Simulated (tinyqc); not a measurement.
Inside a calculation (part 1 of 2). Method: UHF in the sto-3g basis, for H2O, spin multiplicity 1. Computed by tinyqc, a small Python program that keeps every step (integrals from PySCF). Settings: charge = 0, multiplicity = 1, basis = sto-3g, energy threshold = 1e-10, iteration cap = 62, orthogonalisation = symmetric, start = core, DIIS depth = 4, method = UHF, break = 0.4. Command: `OMP_NUM_THREADS=1 python tinyqc.py 25726 25727 out.jsonl` (the two numbers bound the seeds that draw the settings). One thread of a shared host (Intel(R) Xeon(R) Processor @ 2.60GHz), about 0.2 s of CPU time with the checks. Later iterations appear only in the table of the cycle.

## One-electron integrals

Geometry (angstrom):
```
atom,x,y,z
O,0.000000,0.000000,0.000000
H,0.000000,0.868000,0.522000
H,0.000000,-0.868000,0.522000
```

Basis sto-3g: exponents (1/bohr^2) and contraction coefficients of normalised primitives:
```
element,l (shell),exponent,coefficient
O,s (1),130.709320,0.154329
O,s (1),23.808861,0.535328
O,s (1),6.443608,0.444635
O,s (2),5.033151,-0.099967
O,s (2),1.169596,0.399513
O,s (2),0.380389,0.700115
O,p (3),5.033151,0.155916
O,p (3),1.169596,0.607684
O,p (3),0.380389,0.391957
H,s (1),3.425251,0.154329
H,s (1),0.623914,0.535328
H,s (1),0.168855,0.444635
```

Overlap, kinetic and nuclear-attraction integrals over the contracted functions; the nuclear repulsion is the sum of Za Zb / Rab.

nuclear repulsion = 8.66406776 hartree

overlap S:
```
,1O 1s,1O 2s,1O 2px,1O 2py,1O 2pz,2H 1s,3H 1s
1O 1s,1.000000,0.236704,0.000000,0.000000,0.000000,0.047278,0.047278
1O 2s,0.236704,1.000000,0.000000,0.000000,0.000000,0.439002,0.439002
1O 2px,0.000000,0.000000,1.000000,0.000000,0.000000,0.000000,0.000000
1O 2py,0.000000,0.000000,0.000000,1.000000,0.000000,0.320073,-0.320073
1O 2pz,0.000000,0.000000,0.000000,0.000000,1.000000,0.192486,0.192486
2H 1s,0.047278,0.439002,0.000000,0.320073,0.192486,1.000000,0.181101
3H 1s,0.047278,0.439002,0.000000,-0.320073,0.192486,0.181101,1.000000
```

kinetic energy T (hartree):
```
,1O 1s,1O 2s,1O 2px,1O 2py,1O 2pz,2H 1s,3H 1s
1O 1s,29.003200,-0.168011,0.000000,0.000000,0.000000,-0.005754,-0.005754
1O 2s,-0.168011,0.808128,0.000000,0.000000,0.000000,0.103511,0.103511
1O 2px,0.000000,0.000000,2.528731,0.000000,0.000000,0.000000,0.000000
1O 2py,0.000000,0.000000,0.000000,2.528731,0.000000,0.208445,-0.208445
1O 2pz,0.000000,0.000000,0.000000,0.000000,2.528731,0.125355,0.125355
2H 1s,-0.005754,0.103511,0.000000,0.208445,0.125355,0.760032,-0.004068
3H 1s,-0.005754,0.103511,0.000000,-0.208445,0.125355,-0.004068,0.760032
```

nuclear attraction V (hartree):
```
,1O 1s,1O 2s,1O 2px,1O 2py,1O 2pz,2H 1s,3H 1s
1O 1s,-61.663360,-7.430413,0.000000,0.000000,-0.014290,-1.523978,-1.523978
1O 2s,-7.430413,-10.087133,0.000000,0.000000,-0.171165,-3.489225,-3.489225
1O 2px,0.000000,0.000000,-9.940610,0.000000,0.000000,0.000000,0.000000
1O 2py,0.000000,0.000000,0.000000,-10.101919,0.000000,-2.259172,2.259172
1O 2pz,-0.014290,-0.171165,0.000000,0.000000,-9.998949,-1.404890,-1.404890
2H 1s,-1.523978,-3.489225,0.000000,-2.259172,-1.404890,-5.588521,-1.148508
3H 1s,-1.523978,-3.489225,0.000000,2.259172,-1.404890,-1.148508,-5.588521
```

core Hamiltonian H = T + V (hartree):
```
,1O 1s,1O 2s,1O 2px,1O 2py,1O 2pz,2H 1s,3H 1s
1O 1s,-32.660160,-7.598424,0.000000,0.000000,-0.014290,-1.529732,-1.529732
1O 2s,-7.598424,-9.279005,0.000000,0.000000,-0.171165,-3.385714,-3.385714
1O 2px,0.000000,0.000000,-7.411879,0.000000,0.000000,0.000000,0.000000
1O 2py,0.000000,0.000000,0.000000,-7.573188,0.000000,-2.050726,2.050726
1O 2pz,-0.014290,-0.171165,0.000000,0.000000,-7.470218,-1.279534,-1.279534
2H 1s,-1.529732,-3.385714,0.000000,-2.050726,-1.279534,-4.828489,-1.152576
3H 1s,-1.529732,-3.385714,0.000000,2.050726,-1.279534,-1.152576,-4.828489
```

## Two-electron integrals

Functions are numbered as in S; the eight-fold symmetry (ij|kl) = (ji|kl) = (kl|ij) leaves the list below.

Two-electron integrals (ij|kl) in chemists' order, unique and non-zero (hartree):
```
i,j,k,l,(ij|kl)
1,1,1,1,4.785065
2,1,1,1,0.741380
2,1,2,1,0.136873
2,2,1,1,1.118947
2,2,2,1,0.256633
2,2,2,2,0.817206
3,1,3,1,0.024477
3,2,3,1,0.037809
3,2,3,2,0.180518
3,3,1,1,1.115814
3,3,2,1,0.256684
3,3,2,2,0.817023
3,3,3,3,0.880159
4,1,4,1,0.024477
4,2,4,1,0.037809
4,2,4,2,0.180518
4,3,4,3,0.047444
4,4,1,1,1.115814
4,4,2,1,0.256684
4,4,2,2,0.817023
4,4,3,3,0.785270
4,4,4,4,0.880159
5,1,5,1,0.024477
5,2,5,1,0.037809
5,2,5,2,0.180518
5,3,5,3,0.047444
5,4,5,4,0.047444
5,5,1,1,1.115814
5,5,2,1,0.256684
5,5,2,2,0.817023
5,5,3,3,0.785270
5,5,4,4,0.785270
5,5,5,5,0.880159
6,1,1,1,0.150231
6,1,2,1,0.027503
6,1,2,2,0.051239
6,1,3,3,0.051140
6,1,4,1,0.001088
6,1,4,2,0.002037
6,1,4,4,0.051363
6,1,5,1,0.000654
6,1,5,2,0.001225
6,1,5,4,0.000134
6,1,5,5,0.051220
6,1,6,1,0.005598
6,2,1,1,0.366295
6,2,2,1,0.085067
6,2,2,2,0.300017
6,2,3,3,0.294913
6,2,4,1,0.005474
6,2,4,2,0.041856
6,2,4,4,0.305948
6,2,5,1,0.003292
6,2,5,2,0.025172
6,2,5,4,0.006636
6,2,5,5,0.298904
6,2,6,1,0.017427
6,2,6,2,0.136486
6,3,3,1,0.008891
6,3,3,2,0.051794
6,3,4,3,0.008691
6,3,5,3,0.005227
6,3,6,3,0.019427
6,4,1,1,0.226363
6,4,2,1,0.053249
6,4,2,2,0.200529
6,4,3,3,0.191435
6,4,4,1,0.011893
6,4,4,2,0.078278
6,4,4,4,0.215924
6,4,5,1,0.001806
6,4,5,2,0.015927
6,4,5,4,0.009500
6,4,5,5,0.194005
6,4,6,1,0.011390
6,4,6,2,0.110812
6,4,6,4,0.108358
6,5,1,1,0.136131
6,5,2,1,0.032023
6,5,2,2,0.120595
6,5,3,3,0.115126
6,5,4,1,0.001806
6,5,4,2,0.015927
6,5,4,4,0.119399
6,5,5,1,0.009977
6,5,5,2,0.061372
6,5,5,4,0.011261
6,5,5,5,0.127125
6,5,6,1,0.006850
6,5,6,2,0.066640
6,5,6,4,0.053482
6,5,6,5,0.051590
6,6,1,1,0.506617
6,6,2,1,0.119568
6,6,2,2,0.483659
6,6,3,3,0.464115
6,6,4,1,0.009950
6,6,4,2,0.104932
6,6,4,4,0.506730
6,6,5,1,0.005984
6,6,5,2,0.063105
6,6,5,4,0.025628
6,6,5,5,0.479527
6,6,6,1,0.024713
6,6,6,2,0.277209
6,6,6,4,0.256929
6,6,6,5,0.154512
6,6,6,6,0.774606
7,1,1,1,0.150231
7,1,2,1,0.027503
7,1,2,2,0.051239
7,1,3,3,0.051140
7,1,4,1,-0.001088
7,1,4,2,-0.002037
7,1,4,4,0.051363
7,1,5,1,0.000654
7,1,5,2,0.001225
7,1,5,4,-0.000134
7,1,5,5,0.051220
7,1,6,1,0.005496
7,1,6,2,0.016786
7,1,6,4,0.010038
7,1,6,5,0.006604
7,1,6,6,0.023505
7,1,7,1,0.005598
7,2,1,1,0.366295
7,2,2,1,0.085067
7,2,2,2,0.300017
7,2,3,3,0.294913
7,2,4,1,-0.005474
7,2,4,2,-0.041856
7,2,4,4,0.305948
7,2,5,1,0.003292
7,2,5,2,0.025172
7,2,5,4,-0.006636
7,2,5,5,0.298904
7,2,6,1,0.016786
7,2,6,2,0.107360
7,2,6,4,0.060572
7,2,6,5,0.050813
7,2,6,6,0.175529
7,2,7,1,0.017427
7,2,7,2,0.136486
7,3,3,1,0.008891
7,3,3,2,0.051794
7,3,4,3,-0.008691
7,3,5,3,0.005227
7,3,6,3,0.014660
7,3,7,3,0.019427
7,4,1,1,-0.226363
7,4,2,1,-0.053249
7,4,2,2,-0.200529
7,4,3,3,-0.191435
7,4,4,1,0.011893
7,4,4,2,0.078278
7,4,4,4,-0.215924
7,4,5,1,-0.001806
7,4,5,2,-0.015927
7,4,5,4,0.009500
7,4,5,5,-0.194005
7,4,6,1,-0.010038
7,4,6,2,-0.060572
7,4,6,4,-0.020105
7,4,6,5,-0.028062
7,4,6,6,-0.089204
7,4,7,1,-0.011390
7,4,7,2,-0.110812
7,4,7,4,0.108358
7,5,1,1,0.136131
7,5,2,1,0.032023
7,5,2,2,0.120595
7,5,3,3,0.115126
7,5,4,1,-0.001806
7,5,4,2,-0.015927
7,5,4,4,0.119399
7,5,5,1,0.009977
7,5,5,2,0.061372
7,5,5,4,-0.011261
7,5,5,5,0.127125
7,5,6,1,0.006604
7,5,6,2,0.050813
7,5,6,4,0.028062
7,5,6,5,0.038339
7,5,6,6,0.090563
7,5,7,1,0.006850
7,5,7,2,0.066640
7,5,7,4,-0.053482
7,5,7,5,0.051590
7,6,1,1,0.115962
7,6,2,1,0.027133
7,6,2,2,0.102612
7,6,3,3,0.100545
7,6,4,4,0.103004
7,6,5,1,0.001707
7,6,5,2,0.015119
7,6,5,5,0.104178
7,6,6,1,0.005479
7,6,6,2,0.044707
7,6,6,4,0.031529
7,6,6,5,0.024559
7,6,6,6,0.090964
7,6,7,1,0.005479
7,6,7,2,0.044707
7,6,7,4,-0.031529
7,6,7,5,0.024559
7,6,7,6,0.017724
7,7,1,1,0.506617
7,7,2,1,0.119568
7,7,2,2,0.483659
7,7,3,3,0.464115
7,7,4,1,-0.009950
7,7,4,2,-0.104932
7,7,4,4,0.506730
7,7,5,1,0.005984
7,7,5,2,0.063105
7,7,5,4,-0.025628
7,7,5,5,0.479527
7,7,6,1,0.023505
7,7,6,2,0.175529
7,7,6,4,0.089204
7,7,6,5,0.090563
7,7,6,6,0.302146
7,7,7,1,0.024713
7,7,7,2,0.277209
7,7,7,4,-0.256929
7,7,7,5,0.154512
7,7,7,6,0.090964
7,7,7,7,0.774606
```

## Orthogonalisation

S = U s U^T; symmetric (Loewdin) form X = U s^(-1/2) U^T, so that X^T S X = 1.

eigenvalues of S: 0.382035  0.447830  0.897872  1.000000  1.080121  1.371069  1.821073

X:
```
,1O 1s,1O 2s,1O 2px,1O 2py,1O 2pz,2H 1s,3H 1s
1O 1s,1.024014,-0.140932,0.000000,0.000000,-0.007795,0.021217,0.021217
1O 2s,-0.140932,1.209873,0.000000,0.000000,0.080653,-0.268251,-0.268251
1O 2px,0.000000,0.000000,1.000000,0.000000,0.000000,0.000000,0.000000
1O 2py,0.000000,0.000000,0.000000,1.111372,0.000000,-0.221980,0.221980
1O 2pz,-0.007795,0.080653,0.000000,0.000000,1.034611,-0.115516,-0.115516
2H 1s,0.021217,-0.268251,0.000000,-0.221980,-0.115516,1.172465,-0.064507
3H 1s,0.021217,-0.268251,0.000000,0.221980,-0.115516,-0.064507,1.172465
```

## Starting guess

The start is the orbitals of the core Hamiltonian, with HOMO and LUMO mixed by +/-0.4 rad for the two spins; D(s) = C_occ C_occ^T for each spin.

D(alpha) at the start:
```
,1O 1s,1O 2s,1O 2px,1O 2py,1O 2pz,2H 1s,3H 1s
1O 1s,1.066924,-0.300866,0.019480,0.000000,-0.022661,0.046209,0.046209
1O 2s,-0.300866,1.364508,-0.202186,0.000000,0.143904,-0.242440,-0.242440
1O 2px,0.019480,-0.202186,0.848353,0.000000,-0.075149,0.293733,0.293733
1O 2py,0.000000,0.000000,0.000000,1.192108,0.000000,-0.187963,0.187963
1O 2pz,-0.022661,0.143904,-0.075149,0.000000,1.066433,-0.123742,-0.123742
2H 1s,0.046209,-0.242440,0.293733,-0.187963,-0.123742,0.160225,0.100952
3H 1s,0.046209,-0.242440,0.293733,0.187963,-0.123742,0.100952,0.160225
```

D(beta) at the start:
```
,1O 1s,1O 2s,1O 2px,1O 2py,1O 2pz,2H 1s,3H 1s
1O 1s,1.066924,-0.300866,-0.019480,0.000000,-0.022661,0.046209,0.046209
1O 2s,-0.300866,1.364508,0.202186,0.000000,0.143904,-0.242440,-0.242440
1O 2px,-0.019480,0.202186,0.848353,0.000000,0.075149,-0.293733,-0.293733
1O 2py,0.000000,0.000000,0.000000,1.192108,0.000000,-0.187963,0.187963
1O 2pz,-0.022661,0.143904,0.075149,0.000000,1.066433,-0.123742,-0.123742
2H 1s,0.046209,-0.242440,-0.293733,-0.187963,-0.123742,0.160225,0.100952
3H 1s,0.046209,-0.242440,-0.293733,0.187963,-0.123742,0.100952,0.160225
```

## Iteration 1: building the Fock matrix

J_ij = sum D_kl (ij|kl) with D = D(alpha) + D(beta), K_ij = sum D_kl (ik|jl) for each spin; F = H + J - K(s); E = tr D H + tr D J / 2 - 0.5 sum_s tr D(s) K(s) + E_nn.

Coulomb J (hartree):
```
,1O 1s,1O 2s,1O 2px,1O 2py,1O 2pz,2H 1s,3H 1s
1O 1s,18.546911,3.533603,0.000000,0.000000,0.005335,0.710190,0.710190
1O 2s,3.533603,8.753337,0.000000,0.000000,0.013959,3.125528,3.125528
1O 2px,0.000000,0.000000,8.725377,0.000000,0.000000,0.000000,0.000000
1O 2py,0.000000,0.000000,0.000000,8.756545,0.000000,2.053060,-2.053060
1O 2pz,0.005335,0.013959,0.000000,0.000000,8.754655,1.237836,1.237836
2H 1s,0.710190,3.125528,0.000000,2.053060,1.237836,4.881328,1.050796
3H 1s,0.710190,3.125528,0.000000,-2.053060,1.237836,1.050796,4.881328
```

exchange K(alpha) (hartree):
```
,1O 1s,1O 2s,1O 2px,1O 2py,1O 2pz,2H 1s,3H 1s
1O 1s,4.924863,0.856143,-0.002064,0.000000,0.000712,0.180665,0.180665
1O 2s,0.856143,1.413809,0.007727,0.000000,0.003430,0.448175,0.448175
1O 2px,-0.002064,0.007727,1.055004,0.000000,0.008125,0.097898,0.097898
1O 2py,0.000000,0.000000,0.000000,1.179681,0.000000,0.222851,-0.222851
1O 2pz,0.000712,0.003430,0.008125,0.000000,1.180334,0.136373,0.136373
2H 1s,0.180665,0.448175,0.097898,0.222851,0.136373,0.264232,0.136460
3H 1s,0.180665,0.448175,0.097898,-0.222851,0.136373,0.136460,0.264232
```

exchange K(beta) (hartree):
```
,1O 1s,1O 2s,1O 2px,1O 2py,1O 2pz,2H 1s,3H 1s
1O 1s,4.924863,0.856143,0.002064,0.000000,0.000712,0.180665,0.180665
1O 2s,0.856143,1.413809,-0.007727,0.000000,0.003430,0.448175,0.448175
1O 2px,0.002064,-0.007727,1.055004,0.000000,-0.008125,-0.097898,-0.097898
1O 2py,0.000000,0.000000,0.000000,1.179681,0.000000,0.222851,-0.222851
1O 2pz,0.000712,0.003430,-0.008125,0.000000,1.180334,0.136373,0.136373
2H 1s,0.180665,0.448175,-0.097898,0.222851,0.136373,0.264232,0.136460
3H 1s,0.180665,0.448175,-0.097898,-0.222851,0.136373,0.136460,0.264232
```

F(alpha) (hartree):
```
,1O 1s,1O 2s,1O 2px,1O 2py,1O 2pz,2H 1s,3H 1s
1O 1s,-19.038112,-4.920964,0.002064,0.000000,-0.009667,-1.000206,-1.000206
1O 2s,-4.920964,-1.939476,-0.007727,0.000000,-0.160636,-0.708361,-0.708361
1O 2px,0.002064,-0.007727,0.258495,0.000000,-0.008125,-0.097898,-0.097898
1O 2py,0.000000,0.000000,0.000000,0.003676,0.000000,-0.220517,0.220517
1O 2pz,-0.009667,-0.160636,-0.008125,0.000000,0.104103,-0.178072,-0.178072
2H 1s,-1.000206,-0.708361,-0.097898,-0.220517,-0.178072,-0.211393,-0.238239
3H 1s,-1.000206,-0.708361,-0.097898,0.220517,-0.178072,-0.238239,-0.211393
```

F(beta) (hartree):
```
,1O 1s,1O 2s,1O 2px,1O 2py,1O 2pz,2H 1s,3H 1s
1O 1s,-19.038112,-4.920964,-0.002064,0.000000,-0.009667,-1.000206,-1.000206
1O 2s,-4.920964,-1.939476,0.007727,0.000000,-0.160636,-0.708361,-0.708361
1O 2px,-0.002064,0.007727,0.258495,0.000000,0.008125,0.097898,0.097898
1O 2py,0.000000,0.000000,0.000000,0.003676,0.000000,-0.220517,0.220517
1O 2pz,-0.009667,-0.160636,0.008125,0.000000,0.104103,-0.178072,-0.178072
2H 1s,-1.000206,-0.708361,0.097898,-0.220517,-0.178072,-0.211393,-0.238239
3H 1s,-1.000206,-0.708361,0.097898,0.220517,-0.178072,-0.238239,-0.211393
```

total energy of this density = -73.38531431 hartree

## Iteration 1: diagonalisation and new density

Diagonalise F' = X^T F X, C = X C', fill 5 alpha and 5 beta electrons from the bottom; D(s) = C_occ C_occ^T. Each column has its largest component positive (the first on a tie).

F' = X^T F X (alpha) (hartree):
```
,1,2,3,4,5,6,7
1,-18.660541,-2.644465,-0.000889,0.000000,-0.019846,-0.147395,-0.147395
2,-2.644465,-0.850391,0.042227,0.000000,-0.033646,-0.378439,-0.378439
3,-0.000889,0.042227,0.258495,0.000000,0.013572,-0.105411,-0.105411
4,0.000000,0.000000,0.000000,0.224794,0.000000,-0.333163,0.333163
5,-0.019846,-0.033646,0.013572,0.000000,0.173121,-0.185174,-0.185174
6,-0.147395,-0.378439,-0.105411,-0.333163,-0.185174,0.184829,-0.098812
7,-0.147395,-0.378439,-0.105411,0.333163,-0.185174,-0.098812,0.184829
```

orbital energies (alpha) (hartree): MO1 -19.049137, MO2 -0.788658, MO3 -0.217864, MO4 0.042485, MO5 0.223696, MO6 0.578315, MO7 0.726298

coefficients C (alpha):
```
,MO1,MO2,MO3,MO4,MO5,MO6,MO7
1O 1s,0.993303,-0.231924,0.000000,0.124866,0.015849,-0.114647,0.000000
1O 2s,0.029531,0.823664,0.000000,-0.634091,-0.132940,0.731463,0.000000
1O 2px,-0.000156,0.039942,0.000000,0.334198,0.852618,0.399699,0.000000
1O 2py,0.000000,0.000000,0.595027,0.000000,0.000000,0.000000,0.989768
1O 2pz,0.003023,0.156187,0.000000,0.638554,-0.544639,0.612280,0.000000
2H 1s,-0.006244,0.172186,0.437120,0.368543,0.179552,-0.708370,-0.789462
3H 1s,-0.006244,0.172186,-0.437120,0.368543,0.179552,-0.708370,0.789462
```

F' = X^T F X (beta) (hartree):
```
,1,2,3,4,5,6,7
1,-18.660541,-2.644465,0.000889,0.000000,-0.019846,-0.147395,-0.147395
2,-2.644465,-0.850391,-0.042227,0.000000,-0.033646,-0.378439,-0.378439
3,0.000889,-0.042227,0.258495,0.000000,-0.013572,0.105411,0.105411
4,0.000000,0.000000,0.000000,0.224794,0.000000,-0.333163,0.333163
5,-0.019846,-0.033646,-0.013572,0.000000,0.173121,-0.185174,-0.185174
6,-0.147395,-0.378439,0.105411,-0.333163,-0.185174,0.184829,-0.098812
7,-0.147395,-0.378439,0.105411,0.333163,-0.185174,-0.098812,0.184829
```

orbital energies (beta) (hartree): MO1 -19.049137, MO2 -0.788658, MO3 -0.217864, MO4 0.042485, MO5 0.223696, MO6 0.578315, MO7 0.726298

coefficients C (beta):
```
,MO1,MO2,MO3,MO4,MO5,MO6,MO7
1O 1s,0.993303,-0.231924,0.000000,0.124866,-0.015849,-0.114647,0.000000
1O 2s,0.029531,0.823664,0.000000,-0.634091,0.132940,0.731463,0.000000
1O 2px,0.000156,-0.039942,0.000000,-0.334198,0.852618,-0.399699,0.000000
1O 2py,0.000000,0.000000,0.595027,0.000000,0.000000,0.000000,0.989768
1O 2pz,0.003023,0.156187,0.000000,0.638554,0.544639,0.612280,0.000000
2H 1s,-0.006244,0.172186,0.437120,0.368543,-0.179552,-0.708370,-0.789462
3H 1s,-0.006244,0.172186,-0.437120,0.368543,-0.179552,-0.708370,0.789462
```

D(alpha) after iteration 1:
```
,1O 1s,1O 2s,1O 2px,1O 2py,1O 2pz,2H 1s,3H 1s
1O 1s,1.056283,-0.242978,0.045824,0.000000,0.037881,0.002728,0.002728
1O 2s,-0.242978,1.099039,-0.292365,0.000000,-0.203762,-0.115920,-0.115920
1O 2px,0.045824,-0.292365,0.840241,0.000000,-0.244727,0.283134,0.283134
1O 2py,0.000000,0.000000,0.000000,0.354057,0.000000,0.260099,-0.260099
1O 2pz,0.037881,-0.203762,-0.244727,0.000000,0.728787,0.164418,0.164418
2H 1s,0.002728,-0.115920,0.283134,0.260099,0.164418,0.388824,0.006676
3H 1s,0.002728,-0.115920,0.283134,-0.260099,0.164418,0.006676,0.388824
```

D(beta) after iteration 1:
```
,1O 1s,1O 2s,1O 2px,1O 2py,1O 2pz,2H 1s,3H 1s
1O 1s,1.056283,-0.242978,-0.045824,0.000000,0.037881,0.002728,0.002728
1O 2s,-0.242978,1.099039,0.292365,0.000000,-0.203762,-0.115920,-0.115920
1O 2px,-0.045824,0.292365,0.840241,0.000000,0.244727,-0.283134,-0.283134
1O 2py,0.000000,0.000000,0.000000,0.354057,0.000000,0.260099,-0.260099
1O 2pz,0.037881,-0.203762,0.244727,0.000000,0.728787,0.164418,0.164418
2H 1s,0.002728,-0.115920,-0.283134,0.260099,0.164418,0.388824,0.006676
3H 1s,0.002728,-0.115920,-0.283134,-0.260099,0.164418,0.006676,0.388824
```

## Iteration 2: building the Fock matrix

As before.

Coulomb J (hartree):
```
,1O 1s,1O 2s,1O 2px,1O 2py,1O 2pz,2H 1s,3H 1s
1O 1s,17.244050,3.245857,0.000000,0.000000,-0.003914,0.652380,0.652380
1O 2s,3.245857,8.106866,0.000000,0.000000,0.047697,2.974629,2.974629
1O 2px,0.000000,0.000000,8.085291,0.000000,0.000000,0.000000,0.000000
1O 2py,0.000000,0.000000,0.000000,8.105717,0.000000,1.989963,-1.989963
1O 2pz,-0.003914,0.047697,0.000000,0.000000,8.105638,1.217244,1.217244
2H 1s,0.652380,2.974629,0.000000,1.989963,1.217244,4.956009,1.024360
3H 1s,0.652380,2.974629,0.000000,-1.989963,1.217244,1.024360,4.956009
```

exchange K(alpha) (hartree):
```
,1O 1s,1O 2s,1O 2px,1O 2py,1O 2pz,2H 1s,3H 1s
1O 1s,4.886482,0.822447,0.000147,0.000000,0.002775,0.172538,0.172538
1O 2s,0.822447,1.294648,-0.081821,0.000000,-0.042997,0.516620,0.516620
1O 2px,0.000147,-0.081821,1.000664,0.000000,-0.135636,0.041458,0.041458
1O 2py,0.000000,0.000000,0.000000,0.870671,0.000000,0.348875,-0.348875
1O 2pz,0.002775,-0.042997,-0.135636,0.000000,1.011595,0.228374,0.228374
2H 1s,0.172538,0.516620,0.041458,0.348875,0.228374,0.624058,0.158401
3H 1s,0.172538,0.516620,0.041458,-0.348875,0.228374,0.158401,0.624058
```

exchange K(beta) (hartree):
```
,1O 1s,1O 2s,1O 2px,1O 2py,1O 2pz,2H 1s,3H 1s
1O 1s,4.886482,0.822447,-0.000147,0.000000,0.002775,0.172538,0.172538
1O 2s,0.822447,1.294648,0.081821,0.000000,-0.042997,0.516620,0.516620
1O 2px,-0.000147,0.081821,1.000664,0.000000,0.135636,-0.041458,-0.041458
1O 2py,0.000000,0.000000,0.000000,0.870671,0.000000,0.348875,-0.348875
1O 2pz,0.002775,-0.042997,0.135636,0.000000,1.011595,0.228374,0.228374
2H 1s,0.172538,0.516620,-0.041458,0.348875,0.228374,0.624058,0.158401
3H 1s,0.172538,0.516620,-0.041458,-0.348875,0.228374,0.158401,0.624058
```

F(alpha) (hartree):
```
,1O 1s,1O 2s,1O 2px,1O 2py,1O 2pz,2H 1s,3H 1s
1O 1s,-20.302592,-5.175013,-0.000147,0.000000,-0.020979,-1.049890,-1.049890
1O 2s,-5.175013,-2.466787,0.081821,0.000000,-0.080471,-0.927705,-0.927705
1O 2px,-0.000147,0.081821,-0.327252,0.000000,0.135636,-0.041458,-0.041458
1O 2py,0.000000,0.000000,0.000000,-0.338142,0.000000,-0.409638,0.409638
1O 2pz,-0.020979,-0.080471,0.135636,0.000000,-0.376175,-0.290665,-0.290665
2H 1s,-1.049890,-0.927705,-0.041458,-0.409638,-0.290665,-0.496538,-0.286616
3H 1s,-1.049890,-0.927705,-0.041458,0.409638,-0.290665,-0.286616,-0.496538
```

F(beta) (hartree):
```
,1O 1s,1O 2s,1O 2px,1O 2py,1O 2pz,2H 1s,3H 1s
1O 1s,-20.302592,-5.175013,0.000147,0.000000,-0.020979,-1.049890,-1.049890
1O 2s,-5.175013,-2.466787,-0.081821,0.000000,-0.080471,-0.927705,-0.927705
1O 2px,0.000147,-0.081821,-0.327252,0.000000,-0.135636,0.041458,0.041458
1O 2py,0.000000,0.000000,0.000000,-0.338142,0.000000,-0.409638,0.409638
1O 2pz,-0.020979,-0.080471,-0.135636,0.000000,-0.376175,-0.290665,-0.290665
2H 1s,-1.049890,-0.927705,0.041458,-0.409638,-0.290665,-0.496538,-0.286616
3H 1s,-1.049890,-0.927705,0.041458,0.409638,-0.290665,-0.286616,-0.496538
```

total energy of this density = -74.84555264 hartree
